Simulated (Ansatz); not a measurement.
A nudged elastic band was laid between two geometries of ClH + H6Si2 (10 atoms, charge 0, multiplicity 1).

Level of theory: RKS B3LYP-D4/def2-SVP (Ansatz).

```yaml
movable_images: 7
climbing_image: yes
spring: 5.0 eV/Å²
optimiser: quadratic models (default)
start_path: through a guess of the saddle point
force_threshold: 0.03 eV/Å
iteration_limit: 60
end_points: relaxed
```

First end point:

```xyz
10
Properties=species:S:1:pos:R:3
Si 0.328 -0.072 0.060
Si 0.257 -0.021 2.418
H -0.883 -0.836 2.936
H 1.512 -0.596 2.989
H 0.106 1.373 2.925
H 1.750 -0.192 -0.383
H -0.244 1.172 -0.526
H -0.422 -1.254 -0.454
Cl -3.104 0.679 1.098
H -3.060 -0.254 1.990
```

Last end point:

```xyz
10
Properties=species:S:1:pos:R:3
Si -0.416 0.299 -0.705
Si -0.226 -0.350 3.283
H -0.584 -0.798 4.659
H 0.998 -1.073 2.832
H 0.039 1.116 3.286
H 0.616 0.716 0.281
H -0.059 0.805 -2.057
H -0.534 -1.182 -0.727
Cl -2.244 1.119 -0.151
H -1.348 -0.650 2.352
```

Task: Which bonds break or form, and what moves?

Result: Bonds broken: Si1–Si2, Cl9–H10. Bonds formed: Si1–Cl9, Si2–H10. ClH + H6Si2 becomes ClH3Si + H4Si.

Task: Give the energies along the band, and the barrier.

Result: The run converged. The highest image is number 3 of 0 to 8, 1.80 eV above the first end and 2.64 eV above the last; the last end lies 0.84 eV below the first. Neighbouring images differ by up to 1.5 eV, so the band resolves the path poorly. A vibrational analysis at the climbing image gives one clearly imaginary mode, 889i cm⁻¹: a first-order saddle point. The orbitals stay closed-shell, which can raise the energy where a bond breaks towards radicals; this wasn't checked here.

```json
{"image": "0", "path coordinate (Å)": "0.00", "energy (eV)": "0.00", "Si1–Si2 (Å)": "2.36", "Cl9–H10 (Å)": "1.29", "Si1–Cl9 (Å)": "3.66"}
{"image": "1", "path coordinate (Å)": "1.23", "energy (eV)": "0.01", "Si1–Si2 (Å)": "2.35", "Cl9–H10 (Å)": "1.29", "Si1–Cl9 (Å)": "3.71"}
{"image": "2", "path coordinate (Å)": "2.45", "energy (eV)": "0.26", "Si1–Si2 (Å)": "2.38", "Cl9–H10 (Å)": "1.30", "Si1–Cl9 (Å)": "3.31"}
{"image": "3", "path coordinate (Å)": "3.68", "energy (eV)": "1.80", "Si1–Si2 (Å)": "2.62", "Cl9–H10 (Å)": "1.77", "Si1–Cl9 (Å)": "2.63"}
{"image": "4", "path coordinate (Å)": "4.80", "energy (eV)": "0.33", "Si1–Si2 (Å)": "3.22", "Cl9–H10 (Å)": "2.19", "Si1–Cl9 (Å)": "2.16"}
{"image": "5", "path coordinate (Å)": "5.91", "energy (eV)": "-0.69", "Si1–Si2 (Å)": "3.82", "Cl9–H10 (Å)": "2.54", "Si1–Cl9 (Å)": "2.08"}
{"image": "6", "path coordinate (Å)": "7.03", "energy (eV)": "-0.84", "Si1–Si2 (Å)": "4.31", "Cl9–H10 (Å)": "3.13", "Si1–Cl9 (Å)": "2.08"}
{"image": "7", "path coordinate (Å)": "8.15", "energy (eV)": "-0.85", "Si1–Si2 (Å)": "4.20", "Cl9–H10 (Å)": "3.22", "Si1–Cl9 (Å)": "2.08"}
{"image": "8", "path coordinate (Å)": "9.27", "energy (eV)": "-0.84", "Si1–Si2 (Å)": "4.05", "Cl9–H10 (Å)": "3.19", "Si1–Cl9 (Å)": "2.08"}
```

Task: What is the geometry of the highest image?

Result: 
```xyz
10
Properties=species:S:1:pos:R:3
Si -0.266 0.030 0.054
Si -0.036 0.004 2.667
H -1.094 -0.099 3.707
H 0.883 -1.162 2.708
H 0.684 1.300 2.751
H 1.211 0.144 0.353
H -0.624 1.308 -0.596
H -0.417 -1.265 -0.640
Cl -2.831 -0.186 0.610
H -1.267 -0.074 1.439
```

Run time: 2.4 min on 2 threads of AMD EPYC 9R45 96-Core Processor (Zen 5), on a shared host, peak memory 0.21 GiB.
